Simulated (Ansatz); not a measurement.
A made-up structure of CH$_{4}$NSi, doublet:

```
7
angstrom
N -0.8256 0.3222 -0.3387
C 0.1335 0.1401 0.2049
Si 0.8685 -1.3062 -0.4005
H -1.1759 -0.3436 -1.1098
H -1.2276 1.1049 -0.0148
H 0.4222 0.9269 1.0263
H 1.8050 -0.8443 0.6326
```

It is relaxed with PBE-D4/def2-SVP and then PBE0-D4/def2-TZVP (Ansatz 0.2.0). Atoms count as bonded within 1.22 times the sum of their covalent radii (H–H: 0.88 Å). The end point is not checked to be a true minimum.

**Question.** Does its bonding change? (A judgement: the text doesn't fix the answer.)

**Answer.** By the calculation: No: no bond forms or breaks.

Where it ends: The first stage lowers the energy by 3.90 eV in 9 steps. It ends as CH₄NSi ([NH2][CH][SiH]):
N1  (-1.010, 0.432, -0.386)
C2  (0.150, 0.116, 0.198)
Si3  (1.130, -1.386, -0.275)
H4  (-1.384, -0.159, -1.114)
H5  (-1.546, 1.245, -0.134)
H6  (0.441, 0.831, 0.965)
H7  (2.219, -1.079, 0.746)
(Å)

Labels in which every atom is bracketed show which atoms are joined, not bond orders.

For scale, one of the runs: PBE0-D4/def2-TZVP relaxation, 123 basis functions, launched by `ansatz run in.yaml --threads 2 --pin off --events-out ev --progress --plain --max-ram 4352MiB`. Hardware: 2 CPU threads of an Arm Neoverse N1, shared host. Wall time about 35 s.
